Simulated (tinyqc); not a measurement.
Inside a calculation. Method: CCD on RHF in the sto-6g basis, frozen core, for HF, spin multiplicity 1. Computed by tinyqc, a small Python program that keeps every step (integrals from PySCF). Settings: charge = 0, multiplicity = 1, basis = sto-6g, method = RHF, frozen orbitals = 1, energy threshold = 1e-10, iteration cap = 81, orthogonalisation = symmetric, start = core, DIIS depth = 6, amplitude equations = CCD, DIIS depth for amplitudes = 6, cap on updates = 88. Command: `OMP_NUM_THREADS=1 python tinyqc.py 24065 24066 out.jsonl` (the two numbers bound the seeds that draw the settings). One thread of a shared host (Intel(R) Xeon(R) Processor @ 2.60GHz), about 0.09 s of CPU time with the checks. The early iterations of the SCF are left out here.

## One-electron integrals

Geometry (angstrom):
```
atom        x        y        z
F     0.00000  0.00000  0.00000
H     0.00000  0.00000  0.86000
```

Basis sto-6g: exponents (1/bohr^2) and contraction coefficients of normalised primitives:
```
element  l (shell)    exponent  coefficient
F            s (1)  1728.62657      0.00916
F            s (1)   316.94179      0.04936
F            s (1)    88.66889      0.16854
F            s (1)    30.46016      0.37056
F            s (1)    11.82857      0.41649
F            s (1)     4.87166      0.13033
F            s (2)    67.03228     -0.01325
F            s (2)    13.26744     -0.04699
F            s (2)     4.12351     -0.03379
F            s (2)     1.58646      0.25024
F            s (2)     0.68900      0.59512
F            s (2)     0.31582      0.24071
F            p (3)    67.03228      0.00376
F            p (3)    13.26744      0.03768
F            p (3)     4.12351      0.17390
F            p (3)     1.58646      0.41804
F            p (3)     0.68900      0.42586
F            p (3)     0.31582      0.10171
H            s (1)    35.52322      0.00916
H            s (1)     6.51314      0.04936
H            s (1)     1.82214      0.16854
H            s (1)     0.62596      0.37056
H            s (1)     0.24308      0.41649
H            s (1)     0.10011      0.13033
```

Overlap, kinetic and nuclear-attraction integrals over the contracted functions; the nuclear repulsion is the sum of Za Zb / Rab.

nuclear repulsion = 5.5379010 hartree

overlap S:
```
          1F 1s    1F 2s   1F 2px   1F 2py   1F 2pz    2H 1s
1F 1s   1.00000  0.23248  0.00000  0.00000  0.00000  0.05771
1F 2s   0.23248  1.00000  0.00000  0.00000  0.00000  0.49066
1F 2px  0.00000  0.00000  1.00000  0.00000  0.00000  0.00000
1F 2py  0.00000  0.00000  0.00000  1.00000  0.00000  0.00000
1F 2pz  0.00000  0.00000  0.00000  0.00000  1.00000  0.36720
2H 1s   0.05771  0.49066  0.00000  0.00000  0.36720  1.00000
```

kinetic energy T (hartree):
```
           1F 1s     1F 2s   1F 2px   1F 2py   1F 2pz    2H 1s
1F 1s   37.39773  -1.14335  0.00000  0.00000  0.00000  0.00168
1F 2s   -1.14335   1.08230  0.00000  0.00000  0.00000  0.16064
1F 2px   0.00000   0.00000  3.25133  0.00000  0.00000  0.00000
1F 2py   0.00000   0.00000  0.00000  3.25133  0.00000  0.00000
1F 2pz   0.00000   0.00000  0.00000  0.00000  3.25133  0.31952
2H 1s    0.00168   0.16064  0.00000  0.00000  0.31952  0.76852
```

nuclear attraction V (hartree):
```
            1F 1s      1F 2s     1F 2px     1F 2py     1F 2pz     2H 1s
1F 1s   -78.43777   -8.00876    0.00000    0.00000   -0.01811  -2.28883
1F 2s    -8.00876  -12.08331    0.00000    0.00000   -0.20100  -4.67689
1F 2px    0.00000    0.00000  -12.03726    0.00000    0.00000   0.00000
1F 2py    0.00000    0.00000    0.00000  -12.03726    0.00000   0.00000
1F 2pz   -0.01811   -0.20100    0.00000    0.00000  -12.17388  -3.15615
2H 1s    -2.28883   -4.67689    0.00000    0.00000   -3.15615  -6.48080
```

core Hamiltonian H = T + V (hartree):
```
            1F 1s      1F 2s    1F 2px    1F 2py    1F 2pz     2H 1s
1F 1s   -41.04004   -9.15211   0.00000   0.00000  -0.01811  -2.28715
1F 2s    -9.15211  -11.00102   0.00000   0.00000  -0.20100  -4.51625
1F 2px    0.00000    0.00000  -8.78594   0.00000   0.00000   0.00000
1F 2py    0.00000    0.00000   0.00000  -8.78594   0.00000   0.00000
1F 2pz   -0.01811   -0.20100   0.00000   0.00000  -8.92255  -2.83663
2H 1s    -2.28715   -4.51625   0.00000   0.00000  -2.83663  -5.71228
```

## Two-electron integrals

Functions are numbered as in S; the eight-fold symmetry (ij|kl) = (ji|kl) = (kl|ij) leaves the list below.

Two-electron integrals (ij|kl) in chemists' order, unique and non-zero (hartree):
```
(11|11) 5.40624   (21|11) 0.76813   (21|21) 0.13891   (22|11) 1.26627
(22|21) 0.28399   (22|22) 0.92637   (31|31) 0.02945   (32|31) 0.04468
(32|32) 0.20475   (33|11) 1.26627   (33|21) 0.28399   (33|22) 0.92637
(33|33) 0.99808   (41|41) 0.02945   (42|41) 0.04468   (42|42) 0.20475
(43|43) 0.05379   (44|11) 1.26627   (44|21) 0.28399   (44|22) 0.92637
(44|33) 0.89051   (44|44) 0.99808   (51|51) 0.02945   (52|51) 0.04468
(52|52) 0.20475   (53|53) 0.05379   (54|54) 0.05379   (55|11) 1.26627
(55|21) 0.28399   (55|22) 0.92637   (55|33) 0.89051   (55|44) 0.89051
(55|55) 0.99808   (61|11) 0.20384   (61|21) 0.03531   (61|22) 0.07051
(61|33) 0.07038   (61|44) 0.07038   (61|51) 0.00152   (61|52) 0.00296
(61|55) 0.07076   (61|61) 0.00912   (62|11) 0.46881   (62|21) 0.10650
(62|22) 0.38190   (62|33) 0.37677   (62|44) 0.37677   (62|51) 0.00761
(62|52) 0.05484   (62|55) 0.39217   (62|61) 0.02701   (62|62) 0.18680
(63|31) 0.01242   (63|32) 0.06901   (63|53) 0.01170   (63|63) 0.02892
(64|41) 0.01242   (64|42) 0.06901   (64|54) 0.01170   (64|64) 0.02892
(65|11) 0.29642   (65|21) 0.06835   (65|22) 0.26199   (65|33) 0.25045
(65|44) 0.25045   (65|51) 0.01687   (65|52) 0.10590   (65|55) 0.28507
(65|61) 0.01819   (65|62) 0.15724   (65|65) 0.16092   (66|11) 0.58144
(66|21) 0.13451   (66|22) 0.54964   (66|33) 0.53037   (66|44) 0.53037
(66|51) 0.01348   (66|52) 0.13089   (66|55) 0.58817   (66|61) 0.03446
(66|62) 0.32867   (66|65) 0.32145   (66|66) 0.77500
```

## Orthogonalisation

S = U s U^T; symmetric (Loewdin) form X = U s^(-1/2) U^T, so that X^T S X = 1.

eigenvalues of S: 0.37274  0.84974  1.00000  1.00000  1.11707  1.66045

X:
```
           1F 1s     1F 2s   1F 2px   1F 2py    1F 2pz     2H 1s
1F 1s    1.02225  -0.13143  0.00000  0.00000  -0.00811   0.02252
1F 2s   -0.13143   1.15272  0.00000  0.00000   0.09668  -0.33406
1F 2px   0.00000   0.00000  1.00000  0.00000   0.00000   0.00000
1F 2py   0.00000   0.00000  0.00000  1.00000   0.00000   0.00000
1F 2pz  -0.00811   0.09668  0.00000  0.00000   1.07103  -0.24616
2H 1s    0.02252  -0.33406  0.00000  0.00000  -0.24616   1.19894
```

## Iteration 7 (converged): orbitals

converged F (hartree):
```
            1F 1s     1F 2s    1F 2px    1F 2py    1F 2pz     2H 1s
1F 1s   -26.22894  -6.36976   0.00000   0.00000  -0.02629  -1.59171
1F 2s    -6.36976  -2.93027   0.00000   0.00000  -0.12562  -1.25611
1F 2px    0.00000   0.00000  -0.47614   0.00000   0.00000   0.00000
1F 2py    0.00000   0.00000   0.00000  -0.47614   0.00000   0.00000
1F 2pz   -0.02629  -0.12562   0.00000   0.00000  -0.41860  -0.61074
2H 1s    -1.59171  -1.25611   0.00000   0.00000  -0.61074  -0.69295
```

Diagonalise F' = X^T F X, C = X C', fill 5 alpha and 5 beta electrons from the bottom; D = 2 C_occ C_occ^T. Each column has its largest component positive (the first on a tie).

F' = X^T F X (hartree):
```
           1         2         3         4         5         6
1  -25.81421  -3.18492   0.00000   0.00000  -0.04372  -0.29074
2   -3.18492  -1.65816   0.00000   0.00000   0.10732  -0.64714
3    0.00000   0.00000  -0.47614   0.00000   0.00000   0.00000
4    0.00000   0.00000   0.00000  -0.47614   0.00000   0.00000
5   -0.04372   0.10732   0.00000   0.00000  -0.19138  -0.61544
6   -0.29074  -0.64714   0.00000   0.00000  -0.61544  -0.00556
```

orbital energies (hartree): MO1 -26.23240, MO2 -1.50512, MO3 -0.61070, MO4 -0.47614, MO5 -0.47614, MO6 0.67890

coefficients C:
```
             MO1       MO2       MO3      MO4       MO5       MO6
1F 1s    0.99699  -0.23478   0.08168  0.00000   0.00000   0.08401
1F 2s    0.01364   0.92345  -0.46379  0.00000   0.00000  -0.63160
1F 2px   0.00000   0.00000   0.00000  0.29537   0.95538   0.00000
1F 2py   0.00000   0.00000   0.00000  0.95538  -0.29537   0.00000
1F 2pz   0.00250   0.10971   0.71256  0.00000   0.00000  -0.83506
2H 1s   -0.00405   0.16135   0.49935  0.00000   0.00000   1.15532
```

D after iteration 7:
```
           1F 1s     1F 2s   1F 2px   1F 2py    1F 2pz     2H 1s
1F 1s    2.11158  -0.48219  0.00000  0.00000   0.06986  -0.00227
1F 2s   -0.48219   2.13611  0.00000  0.00000  -0.45826  -0.16529
1F 2px   0.00000   0.00000  2.00000  0.00000   0.00000   0.00000
1F 2py   0.00000   0.00000  0.00000  2.00000   0.00000   0.00000
1F 2pz   0.06986  -0.45826  0.00000  0.00000   1.03956   0.74702
2H 1s   -0.00227  -0.16529  0.00000  0.00000   0.74702   0.55080
```

Within a degenerate level the vectors are fixed only up to a rotation; this is one choice.

## Convergence

Stop when the energy changes by less than 1e-10 hartree and every element of the error matrix X^T (F D S - S D F) X is below 3e-06.

Course of the cycle:
```
iteration  E (hartree)     change  largest element of the error matrix
1          -98.7063378          -                             8.18e-01
2          -99.4710942  -7.65e-01                             1.87e-01
3          -99.4881585  -1.71e-02                             9.20e-03
4          -99.4882009  -4.24e-05                             1.77e-04
5          -99.4882009  -1.49e-08                             1.91e-05
6          -99.4882009  -2.56e-10                             9.95e-08
7          -99.4882009    0.00000                             6.24e-12
```

PySCF RHF in the same basis = -99.4882009 hartree

Converged in 7 iterations.

## Integrals over molecular orbitals

(pq|rs) = sum C_ip C_jq C_kr C_ls (ij|kl), one index at a time.

one-electron integrals over orbitals h = C^T H C (hartree):
```
           1         2         3         4         5         6
1  -41.02584   0.70669  -0.24208   0.00000   0.00000  -0.26126
2    0.70669  -9.24390   0.54667   0.00000   0.00000   1.33048
3   -0.24208   0.54667  -7.88399   0.00000   0.00000   1.73127
4    0.00000   0.00000   0.00000  -8.78594   0.00000   0.00000
5    0.00000   0.00000   0.00000   0.00000  -8.78594   0.00000
6   -0.26126   1.33048   1.73127   0.00000   0.00000  -6.14251
```

Two-electron integrals over orbitals (pq|rs), unique and non-zero (hartree); the lowest 1 orbital is frozen and left out:
```
(22|22) 0.86268    (32|22) -0.00458   (32|32) 0.15884    (33|22) 0.77162
(33|32) -0.06129   (33|33) 0.80446    (42|42) 0.17829    (43|42) -0.04614
(43|43) 0.05275    (44|22) 0.87697    (44|32) -0.07561   (44|33) 0.78004
(44|44) 0.99808    (52|52) 0.17829    (53|52) -0.04614   (53|53) 0.05275
(54|54) 0.05379    (55|22) 0.87697    (55|32) -0.07561   (55|33) 0.78004
(55|44) 0.89051    (55|55) 0.99808    (62|22) -0.14140   (62|32) -0.03541
(62|33) -0.04898   (62|44) -0.14042   (62|55) -0.14042   (62|62) 0.10068
(63|22) -0.14363   (63|32) 0.09184    (63|33) -0.13228   (63|44) -0.17894
(63|55) -0.17894   (63|62) 0.06115    (63|63) 0.15770    (64|42) -0.04615
(64|43) -0.01149   (64|64) 0.03237    (65|52) -0.04615   (65|53) -0.01149
(65|65) 0.03237    (66|22) 0.69659    (66|32) 0.07770    (66|33) 0.67109
(66|44) 0.65780    (66|55) 0.65780    (66|62) -0.07052   (66|63) -0.00926
(66|66) 0.72297
```

## CCD: starting amplitudes

t_ij^ab = <ij||ab> / (e_i + e_j - e_a - e_b), whose energy is MP2.

Starting amplitudes (spin orbitals 1a, 1b, ...; amplitudes related by a flip of all spins are not repeated):
```
from      to         t
3a 3b  6a 6b  -0.06114
2a 2b  6a 6b  -0.02305
2a 3b  6a 6b  -0.01760
4a 4b  6a 6b  -0.01401
5a 5b  6a 6b  -0.01401
```

correlation energy = -0.0150226 hartree

## CCD: amplitude update 1

t_ij^ab D_ij^ab are set to the remaining terms of the spin-orbital equations, evaluated with the old amplitudes; for the doubles these are <ij||ab> + 1/2 <ab||ef> t_ij^ef + 1/2 <mn||ij> t_mn^ab + P(ij)P(ab) <mb||ej> t_im^ae + terms in t^2, D the orbital-energy denominators.

Amplitudes after update 1 (spin orbitals 1a, 1b, ...; amplitudes related by a flip of all spins are not repeated):
```
from      to         t
3a 3b  6a 6b  -0.08087
2a 2b  6a 6b  -0.02567
2a 3b  6a 6b  -0.02547
4a 4b  6a 6b  -0.01625
5a 5b  6a 6b  -0.01625
```

correlation energy = -0.0195037 hartree

## CCD: amplitude update 2

As before.

Amplitudes after update 2 (spin orbitals 1a, 1b, ...; amplitudes related by a flip of all spins are not repeated):
```
from      to         t
3a 3b  6a 6b  -0.08774
2a 3b  6a 6b  -0.02828
2a 2b  6a 6b  -0.02569
4a 4b  6a 6b  -0.01663
5a 5b  6a 6b  -0.01663
```

correlation energy = -0.0209589 hartree

## CCD: amplitude update 3

t_ij^ab D_ij^ab are set to the remaining terms of the spin-orbital equations, evaluated with the old amplitudes; for the doubles these are <ij||ab> + 1/2 <ab||ef> t_ij^ef + 1/2 <mn||ij> t_mn^ab + P(ij)P(ab) <mb||ej> t_im^ae + terms in t^2, D the orbital-energy denominators. DIIS then mixes the stored amplitudes.

DIIS coefficients: -0.54352  1.54352

Amplitudes after update 3 (spin orbitals 1a, 1b, ...; amplitudes related by a flip of all spins are not repeated):
```
from      to         t
3a 3b  6a 6b  -0.09155
2a 3b  6a 6b  -0.02976
2a 2b  6a 6b  -0.02545
4a 4b  6a 6b  -0.01674
5a 5b  6a 6b  -0.01674
```

correlation energy = -0.0217222 hartree

## CCD: convergence

E_corr = 1/4 sum <ij||ab> t_ij^ab; stop when the norm of the change is below 1e-8.

Course of the amplitude iterations:
```
update  correlation energy (hartree)  norm of the change
0                         -0.0150226                   -
1                         -0.0195037            4.60e-02
2                         -0.0209589            1.59e-02
3                         -0.0217222            5.64e-03
4                         -0.0217187            1.45e-04
5                         -0.0217188            9.14e-06
6                         -0.0217187            6.25e-07
7                         -0.0217187            2.03e-07
8                         -0.0217187            4.79e-08
9                         -0.0217187            5.30e-11
```

Converged amplitudes (spin orbitals 1a, 1b, ...; amplitudes related by a flip of all spins are not repeated):
```
from      to         t
3a 3b  6a 6b  -0.09160
2a 3b  6a 6b  -0.02973
2a 2b  6a 6b  -0.02538
4a 4b  6a 6b  -0.01672
5a 5b  6a 6b  -0.01672
```

CCD total energy = -99.5099196 hartree

Converged in 9 updates, with DIIS from the third.
